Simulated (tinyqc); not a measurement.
Inside a calculation (part 2 of 3). Method: UHF in the sto-3g basis, for H2O+, spin multiplicity 2. This run ends on a higher stationary point, not on the lowest solution. Computed by tinyqc, a small Python program that keeps every step (integrals from PySCF). Command: `OMP_NUM_THREADS=1 python tinyqc.py 26194 26195 out.jsonl` (the two numbers bound the seeds that draw the settings). One thread of a shared host (Intel(R) Xeon(R) Processor @ 2.60GHz), about 0.1 s of CPU time with the checks.

Geometry (angstrom):
```
atom         x          y         z
O     0.000000   0.000000  0.000000
H     0.000000   0.872000  0.783000
H     0.000000  -0.872000  0.783000
```

## Iteration 2: building the Fock matrix

D(alpha) after iteration 1:
```
            1O 1s      1O 2s    1O 2px     1O 2py     1O 2pz      2H 1s      3H 1s
1O 1s    1.062420  -0.268297  0.000000   0.000000  -0.011187   0.017241   0.017241
1O 2s   -0.268297   1.152488  0.000000   0.000000   0.061768  -0.073133  -0.073133
1O 2px   0.000000   0.000000  1.000000   0.000000   0.000000   0.000000   0.000000
1O 2py   0.000000   0.000000  0.000000   1.064893   0.000000  -0.080338   0.080338
1O 2pz  -0.011187   0.061768  0.000000   0.000000   1.040123  -0.055007  -0.055007
2H 1s    0.017241  -0.073133  0.000000  -0.080338  -0.055007   0.013219   0.001097
3H 1s    0.017241  -0.073133  0.000000   0.080338  -0.055007   0.001097   0.013219
```

D(beta) after iteration 1:
```
            1O 1s      1O 2s    1O 2px    1O 2py     1O 2pz      2H 1s      3H 1s
1O 1s    1.062328  -0.267691  0.000000  0.000000  -0.010879   0.016623   0.016623
1O 2s   -0.267691   1.148631  0.000000  0.000000   0.059844  -0.069772  -0.069772
1O 2px   0.000000   0.000000  1.000000  0.000000   0.000000   0.000000   0.000000
1O 2py   0.000000   0.000000  0.000000  0.000000   0.000000   0.000000   0.000000
1O 2pz  -0.010879   0.059844  0.000000  0.000000   1.039174  -0.053483  -0.053483
2H 1s    0.016623  -0.069772  0.000000  0.000000  -0.053483   0.006637   0.006637
3H 1s    0.016623  -0.069772  0.000000  0.000000  -0.053483   0.006637   0.006637
```

core Hamiltonian H = T + V (hartree):
```
             1O 1s      1O 2s     1O 2px     1O 2py     1O 2pz      2H 1s      3H 1s
1O 1s   -32.518324  -7.564850   0.000000   0.000000  -0.013838  -1.044147  -1.044147
1O 2s    -7.564850  -9.144033   0.000000   0.000000  -0.171001  -2.553092  -2.553092
1O 2px    0.000000   0.000000  -7.299310   0.000000   0.000000   0.000000   0.000000
1O 2py    0.000000   0.000000   0.000000  -7.384026   0.000000  -1.423527   1.423527
1O 2pz   -0.013838  -0.171001   0.000000   0.000000  -7.367616  -1.323946  -1.323946
2H 1s    -1.044147  -2.553092   0.000000  -1.423527  -1.323946  -4.325557  -0.996020
3H 1s    -1.044147  -2.553092   0.000000   1.423527  -1.323946  -0.996020  -4.325557
```

nuclear repulsion = 7.52798148 hartree

Given earlier and not repeated: Two-electron integrals (ij|kl) in chemists' order.

J_ij = sum D_kl (ij|kl) with D = D(alpha) + D(beta), K_ij = sum D_kl (ik|jl) for each spin; F = H + J - K(s); E = tr D H + tr D J / 2 - 0.5 sum_s tr D(s) K(s) + E_nn.

Coulomb J (hartree):
```
            1O 1s     1O 2s    1O 2px     1O 2py    1O 2pz     2H 1s      3H 1s
1O 1s   17.453016  3.284112  0.000000   0.000000  0.002742  0.451476   0.451476
1O 2s    3.284112  7.979586  0.000000   0.000000  0.003928  2.147129   2.147129
1O 2px   0.000000  0.000000  8.004891   0.000000  0.000000  0.000000   0.000000
1O 2py   0.000000  0.000000  0.000000   7.907111  0.000000  1.276427  -1.276427
1O 2pz   0.002742  0.003928  0.000000   0.000000  8.003682  1.156452   1.156452
2H 1s    0.451476  2.147129  0.000000   1.276427  1.156452  3.892345   0.822226
3H 1s    0.451476  2.147129  0.000000  -1.276427  1.156452  0.822226   3.892345
```

exchange K(alpha) (hartree):
```
           1O 1s     1O 2s    1O 2px     1O 2py    1O 2pz     2H 1s      3H 1s
1O 1s   4.920999  0.858550  0.000000   0.000000  0.000445  0.125174   0.125174
1O 2s   0.858550  1.435261  0.000000   0.000000  0.004896  0.353124   0.353124
1O 2px  0.000000  0.000000  1.180390   0.000000  0.000000  0.000000   0.000000
1O 2py  0.000000  0.000000  0.000000   1.184355  0.000000  0.164685  -0.164685
1O 2pz  0.000445  0.004896  0.000000   0.000000  1.182065  0.150043   0.150043
2H 1s   0.125174  0.353124  0.000000   0.164685  0.150043  0.150998   0.087994
3H 1s   0.125174  0.353124  0.000000  -0.164685  0.150043  0.087994   0.150998
```

exchange K(beta) (hartree):
```
           1O 1s     1O 2s    1O 2px     1O 2py    1O 2pz     2H 1s      3H 1s
1O 1s   4.895041  0.819014  0.000000   0.000000  0.000677  0.117151   0.117151
1O 2s   0.819014  1.251843  0.000000   0.000000  0.007938  0.304262   0.304262
1O 2px  0.000000  0.000000  1.131493   0.000000  0.000000  0.000000   0.000000
1O 2py  0.000000  0.000000  0.000000   0.293998  0.000000  0.039348  -0.039348
1O 2pz  0.000677  0.007938  0.000000   0.000000  1.134138  0.144633   0.144633
2H 1s   0.117151  0.304262  0.000000   0.039348  0.144633  0.113346   0.092843
3H 1s   0.117151  0.304262  0.000000  -0.039348  0.144633  0.092843   0.113346
```

F(alpha) (hartree):
```
             1O 1s      1O 2s     1O 2px     1O 2py     1O 2pz      2H 1s      3H 1s
1O 1s   -19.986307  -5.139288   0.000000   0.000000  -0.011541  -0.717846  -0.717846
1O 2s    -5.139288  -2.599709   0.000000   0.000000  -0.171970  -0.759087  -0.759087
1O 2px    0.000000   0.000000  -0.474809   0.000000   0.000000   0.000000   0.000000
1O 2py    0.000000   0.000000   0.000000  -0.661270   0.000000  -0.311785   0.311785
1O 2pz   -0.011541  -0.171970   0.000000   0.000000  -0.545998  -0.317537  -0.317537
2H 1s    -0.717846  -0.759087   0.000000  -0.311785  -0.317537  -0.584210  -0.261789
3H 1s    -0.717846  -0.759087   0.000000   0.311785  -0.317537  -0.261789  -0.584210
```

F(beta) (hartree):
```
             1O 1s      1O 2s     1O 2px     1O 2py     1O 2pz      2H 1s      3H 1s
1O 1s   -19.960349  -5.099753   0.000000   0.000000  -0.011772  -0.709823  -0.709823
1O 2s    -5.099753  -2.416290   0.000000   0.000000  -0.175011  -0.710226  -0.710226
1O 2px    0.000000   0.000000  -0.425912   0.000000   0.000000   0.000000   0.000000
1O 2py    0.000000   0.000000   0.000000   0.229086   0.000000  -0.186447   0.186447
1O 2pz   -0.011772  -0.175011   0.000000   0.000000  -0.498072  -0.312128  -0.312128
2H 1s    -0.709823  -0.710226   0.000000  -0.186447  -0.312128  -0.546558  -0.266638
3H 1s    -0.709823  -0.710226   0.000000   0.186447  -0.312128  -0.266638  -0.546558
```

total energy of this density = -73.77463101 hartree

## Iteration 2: diagonalisation and new density

X:
```
            1O 1s      1O 2s    1O 2px     1O 2py     1O 2pz      2H 1s      3H 1s
1O 1s    1.023342  -0.134026  0.000000   0.000000  -0.006669   0.017190   0.017190
1O 2s   -0.134026   1.125772  0.000000   0.000000   0.061352  -0.190859  -0.190859
1O 2px   0.000000   0.000000  1.000000   0.000000   0.000000   0.000000   0.000000
1O 2py   0.000000   0.000000  0.000000   1.053028   0.000000  -0.147281   0.147281
1O 2pz  -0.006669   0.061352  0.000000   0.000000   1.036246  -0.113199  -0.113199
2H 1s    0.017190  -0.190859  0.000000  -0.147281  -0.113199   1.102967  -0.063188
3H 1s    0.017190  -0.190859  0.000000   0.147281  -0.113199  -0.063188   1.102967
```

Diagonalise F' = X^T F X, C = X C', fill 5 alpha and 4 beta electrons from the bottom; D(s) = C_occ C_occ^T. Each column has its largest component positive (the first on a tie).

F' = X^T F X (alpha) (hartree):
```
            1          2          3          4          5          6          7
1  -19.611218  -2.657807   0.000000   0.000000  -0.020657  -0.069540  -0.069540
2   -2.657807  -1.596361   0.000000   0.000000  -0.069851  -0.303953  -0.303953
3    0.000000   0.000000  -0.474809   0.000000   0.000000   0.000000   0.000000
4    0.000000   0.000000   0.000000  -0.553829   0.000000  -0.238462   0.238462
5   -0.020657  -0.069851   0.000000   0.000000  -0.468242  -0.204341  -0.204341
6   -0.069540  -0.303953   0.000000  -0.238462  -0.204341  -0.314694  -0.061739
7   -0.069540  -0.303953   0.000000   0.238462  -0.204341  -0.061739  -0.314694
```

orbital energies (alpha) (hartree): MO1 -19.996493, MO2 -1.413167, MO3 -0.772660, MO4 -0.586184, MO5 -0.474809, MO6 -0.056409, MO7 -0.034123

coefficients C (alpha):
```
              MO1        MO2        MO3        MO4       MO5        MO6        MO7
1O 1s    0.993768  -0.244619   0.000000   0.101916  0.000000   0.089594   0.000000
1O 2s    0.026423   0.915341   0.000000  -0.477340  0.000000  -0.543638   0.000000
1O 2px   0.000000   0.000000   0.000000   0.000000  1.000000   0.000000   0.000000
1O 2py   0.000000   0.000000   0.769970   0.000000  0.000000   0.000000  -0.747929
1O 2pz   0.002622   0.183670   0.000000   0.769258  0.000000  -0.691190   0.000000
2H 1s   -0.004527   0.106536   0.325310   0.286814  0.000000   0.704609   0.771896
3H 1s   -0.004527   0.106536  -0.325310   0.286814  0.000000   0.704609  -0.771896
```

F' = X^T F X (beta) (hartree):
```
            1          2          3          4          5          6          7
1  -19.591453  -2.641742   0.000000   0.000000  -0.020179  -0.070252  -0.070252
2   -2.641742  -1.414640   0.000000   0.000000  -0.072393  -0.287906  -0.287906
3    0.000000   0.000000  -0.425912   0.000000   0.000000   0.000000   0.000000
4    0.000000   0.000000   0.000000   0.357548   0.000000  -0.224497   0.224497
5   -0.020179  -0.072393   0.000000   0.000000  -0.419533  -0.204156  -0.204156
6   -0.070252  -0.287906   0.000000  -0.224497  -0.204156  -0.305269  -0.062631
7   -0.070252  -0.287906   0.000000   0.224497  -0.204156  -0.062631  -0.305269
```

orbital energies (beta) (hartree): MO1 -19.968901, MO2 -1.258906, MO3 -0.530504, MO4 -0.425912, MO5 -0.379413, MO6 -0.035216, MO7 0.494323

coefficients C (beta):
```
              MO1        MO2        MO3       MO4        MO5        MO6        MO7
1O 1s    0.994332  -0.234002   0.117681  0.000000   0.000000  -0.092325   0.000000
1O 2s    0.024151   0.871889  -0.542938  0.000000   0.000000   0.553521   0.000000
1O 2px   0.000000   0.000000   0.000000  1.000000   0.000000   0.000000   0.000000
1O 2py   0.000000   0.000000   0.000000  0.000000   0.225341   0.000000   1.049511
1O 2pz   0.002503   0.214882   0.743551  0.000000   0.000000   0.710067   0.000000
2H 1s   -0.004244   0.139784   0.292650  0.000000   0.699037  -0.696352  -0.461516
3H 1s   -0.004244   0.139784   0.292650  0.000000  -0.699037  -0.696352   0.461516
```

D(alpha) after iteration 2:
```
            1O 1s      1O 2s    1O 2px     1O 2py     1O 2pz      2H 1s      3H 1s
1O 1s    1.057799  -0.246300  0.000000   0.000000   0.036077  -0.001329  -0.001329
1O 2s   -0.246300   1.066400  0.000000   0.000000  -0.199008  -0.039511  -0.039511
1O 2px   0.000000   0.000000  1.000000   0.000000   0.000000   0.000000   0.000000
1O 2py   0.000000   0.000000  0.000000   0.592854   0.000000   0.250479  -0.250479
1O 2pz   0.036077  -0.199008  0.000000   0.000000   0.625500   0.240190   0.240190
2H 1s   -0.001329  -0.039511  0.000000   0.250479   0.240190   0.199459  -0.012194
3H 1s   -0.001329  -0.039511  0.000000  -0.250479   0.240190  -0.012194   0.199459
```

D(beta) after iteration 2:
```
            1O 1s      1O 2s    1O 2px    1O 2py     1O 2pz      2H 1s      3H 1s
1O 1s    1.057303  -0.243903  0.000000  0.000000   0.039707  -0.002491  -0.002491
1O 2s   -0.243903   1.055556  0.000000  0.000000  -0.216288  -0.037117  -0.037117
1O 2px   0.000000   0.000000  1.000000  0.000000   0.000000   0.000000   0.000000
1O 2py   0.000000   0.000000  0.000000  0.000000   0.000000   0.000000   0.000000
1O 2pz   0.039707  -0.216288  0.000000  0.000000   0.599048   0.247627   0.247627
2H 1s   -0.002491  -0.037117  0.000000  0.000000   0.247627   0.105202   0.105202
3H 1s   -0.002491  -0.037117  0.000000  0.000000   0.247627   0.105202   0.105202
```

## Iteration 26 (converged): orbitals

converged F(alpha) (hartree):
```
             1O 1s      1O 2s     1O 2px     1O 2py     1O 2pz      2H 1s      3H 1s
1O 1s   -20.839906  -5.302164   0.000000   0.000000  -0.024326  -0.740032  -0.740032
1O 2s    -5.302164  -2.937679   0.000000   0.000000  -0.107547  -0.888198  -0.888198
1O 2px    0.000000   0.000000  -0.888551   0.000000   0.000000   0.000000   0.000000
1O 2py    0.000000   0.000000   0.000000  -0.826945   0.000000  -0.450443   0.450443
1O 2pz   -0.024326  -0.107547   0.000000   0.000000  -0.752911  -0.442208  -0.442208
2H 1s    -0.740032  -0.888198   0.000000  -0.450443  -0.442208  -0.838998  -0.317278
3H 1s    -0.740032  -0.888198   0.000000   0.450443  -0.442208  -0.317278  -0.838998
```

converged F(beta) (hartree):
```
             1O 1s      1O 2s     1O 2px     1O 2py     1O 2pz      2H 1s      3H 1s
1O 1s   -20.830792  -5.286548   0.000000   0.000000  -0.023048  -0.734698  -0.734698
1O 2s    -5.286548  -2.836428   0.000000   0.000000  -0.110757  -0.823168  -0.823168
1O 2px    0.000000   0.000000  -0.864537   0.000000   0.000000   0.000000   0.000000
1O 2py    0.000000   0.000000   0.000000  -0.224969   0.000000  -0.229237   0.229237
1O 2pz   -0.023048  -0.110757   0.000000   0.000000  -0.819117  -0.410317  -0.410317
2H 1s    -0.734698  -0.823168   0.000000  -0.229237  -0.410317  -0.582658  -0.346441
3H 1s    -0.734698  -0.823168   0.000000   0.229237  -0.410317  -0.346441  -0.582658
```

As before.

F' = X^T F X (alpha) (hartree):
```
            1          2          3          4          5          6          7
1  -20.466741  -2.683427   0.000000   0.000000  -0.045993  -0.067605  -0.067605
2   -2.683427  -1.890615   0.000000   0.000000   0.045467  -0.353487  -0.353487
3    0.000000   0.000000  -0.888551   0.000000   0.000000   0.000000   0.000000
4    0.000000   0.000000   0.000000  -0.660167   0.000000  -0.354824   0.354824
5   -0.045993   0.045467   0.000000   0.000000  -0.629171  -0.304399  -0.304399
6   -0.067605  -0.353487   0.000000  -0.354824  -0.304399  -0.505412  -0.069499
7   -0.067605  -0.353487   0.000000   0.354824  -0.304399  -0.069499  -0.505412
```

orbital energies (alpha) (hartree): MO1 -20.848038, MO2 -1.728860, MO3 -1.062211, MO4 -0.923903, MO5 -0.888551, MO6 -0.060636, MO7 -0.033869

coefficients C (alpha):
```
              MO1        MO2        MO3        MO4       MO5        MO6        MO7
1O 1s    0.994549  -0.242724   0.000000   0.095956  0.000000  -0.092612   0.000000
1O 2s    0.023236   0.913042   0.000000  -0.475916  0.000000   0.548872   0.000000
1O 2px   0.000000   0.000000   0.000000   0.000000  1.000000   0.000000   0.000000
1O 2py   0.000000   0.000000   0.691555   0.000000  0.000000   0.000000   0.820977
1O 2pz   0.002887   0.114912   0.000000   0.720561  0.000000   0.755528   0.000000
2H 1s   -0.003997   0.123133   0.400656   0.345522  0.000000  -0.674940  -0.735612
3H 1s   -0.003997   0.123133  -0.400656   0.345522  0.000000  -0.674940   0.735612
```

F' = X^T F X (beta) (hartree):
```
            1          2          3          4          5          6          7
1  -20.459791  -2.679131   0.000000   0.000000  -0.042459  -0.068287  -0.068287
2   -2.679131  -1.807843   0.000000   0.000000   0.022916  -0.335225  -0.335225
3    0.000000   0.000000  -0.864537   0.000000   0.000000   0.000000   0.000000
4    0.000000   0.000000   0.000000  -0.117498   0.000000  -0.215985   0.215985
5   -0.042459   0.022916   0.000000   0.000000  -0.711252  -0.281761  -0.281761
6   -0.068287  -0.335225   0.000000  -0.215985  -0.281761  -0.281935  -0.108428
7   -0.068287  -0.335225   0.000000   0.215985  -0.281761  -0.108428  -0.281935
```

orbital energies (beta) (hartree): MO1 -20.838356, MO2 -1.618054, MO3 -0.905671, MO4 -0.864537, MO5 -0.452232, MO6 -0.007168, MO7 0.161228

coefficients C (beta):
```
              MO1        MO2        MO3       MO4        MO5        MO6        MO7
1O 1s    0.994757  -0.246448   0.081994  0.000000   0.000000   0.093939   0.000000
1O 2s    0.022423   0.939416  -0.396597  0.000000   0.000000  -0.567140   0.000000
1O 2px   0.000000   0.000000   0.000000  1.000000   0.000000   0.000000   0.000000
1O 2py   0.000000   0.000000   0.000000  0.000000   0.555940   0.000000   0.918249
1O 2pz   0.002851   0.139646   0.813744  0.000000   0.000000  -0.649272   0.000000
2H 1s   -0.004010   0.091782   0.254562  0.000000   0.509838   0.718933  -0.664617
3H 1s   -0.004010   0.091782   0.254562  0.000000  -0.509838   0.718933   0.664617
```

D(alpha) after iteration 26:
```
            1O 1s      1O 2s    1O 2px     1O 2py     1O 2pz      2H 1s      3H 1s
1O 1s    1.057249  -0.244175  0.000000   0.000000   0.044121  -0.000708  -0.000708
1O 2s   -0.244175   1.060681  0.000000   0.000000  -0.237940  -0.052107  -0.052107
1O 2px   0.000000   0.000000  1.000000   0.000000   0.000000   0.000000   0.000000
1O 2py   0.000000   0.000000  0.000000   0.478249   0.000000   0.277076  -0.277076
1O 2pz   0.044121  -0.237940  0.000000   0.000000   0.532421   0.263107   0.263107
2H 1s   -0.000708  -0.052107  0.000000   0.277076   0.263107   0.295088  -0.025962
3H 1s   -0.000708  -0.052107  0.000000  -0.277076   0.263107  -0.025962   0.295088
```

D(beta) after iteration 26:
```
            1O 1s      1O 2s    1O 2px    1O 2py     1O 2pz      2H 1s      3H 1s
1O 1s    1.057002  -0.241730  0.000000  0.000000   0.035142  -0.005736  -0.005736
1O 2s   -0.241730   1.040295  0.000000  0.000000  -0.191479  -0.014827  -0.014827
1O 2px   0.000000   0.000000  1.000000  0.000000   0.000000   0.000000   0.000000
1O 2py   0.000000   0.000000  0.000000  0.000000   0.000000   0.000000   0.000000
1O 2pz   0.035142  -0.191479  0.000000  0.000000   0.681689   0.219954   0.219954
2H 1s   -0.005736  -0.014827  0.000000  0.000000   0.219954   0.073242   0.073242
3H 1s   -0.005736  -0.014827  0.000000  0.000000   0.219954   0.073242   0.073242
```

## Convergence

Stop when the energy changes by less than 1e-08 hartree and every element of the error matrix X^T (F D S - S D F) X (for each spin) is below 3e-05.

Course of the cycle:
```
iteration   E (hartree)     change  largest element of the error matrix
1          -26.36116866          -                             2.11e-01
2          -73.77463101  -4.74e+01                             2.17e-01
3          -74.42639187  -6.52e-01                             3.78e-02
4          -74.43232495  -5.93e-03                             1.36e-02
5          -74.43360704  -1.28e-03                             1.02e-02
6          -74.43430801  -7.01e-04                             7.67e-03
7          -74.43470574  -3.98e-04                             5.80e-03
8          -74.43493402  -2.28e-04                             4.38e-03
9          -74.43506532  -1.31e-04                             3.31e-03
10         -74.43514074  -7.54e-05                             2.50e-03
11         -74.43518395  -4.32e-05                             1.88e-03
12         -74.43520865  -2.47e-05                             1.42e-03
13         -74.43522274  -1.41e-05                             1.07e-03
14         -74.43523076  -8.02e-06                             8.05e-04
15         -74.43523532  -4.56e-06                             6.06e-04
16         -74.43523790  -2.59e-06                             4.56e-04
17         -74.43523937  -1.47e-06                             3.43e-04
18         -74.43524020  -8.32e-07                             2.58e-04
19         -74.43524067  -4.71e-07                             1.94e-04
20         -74.43524094  -2.67e-07                             1.46e-04
21         -74.43524109  -1.51e-07                             1.10e-04
22         -74.43524118  -8.54e-08                             8.26e-05
23         -74.43524122  -4.83e-08                             6.21e-05
24         -74.43524125  -2.73e-08                             4.67e-05
25         -74.43524127  -1.55e-08                             3.51e-05
26         -74.43524128  -8.74e-09                             2.64e-05
```

PySCF UHF in the same basis, after a stability check = -74.63843647 hartree

Converged in 26 iterations. But the solution lies 0.20320 hartree above the reference: it is another stationary point, not the lowest one. Reruns (cap 100 unless said): DIIS 8: converged in 16 to a higher stationary point; damping 0.5: converged in 55 to a higher stationary point; level shift 0.5: converged in 40 to a higher stationary point; atomic densities as start, DIIS 8: converged in 10.
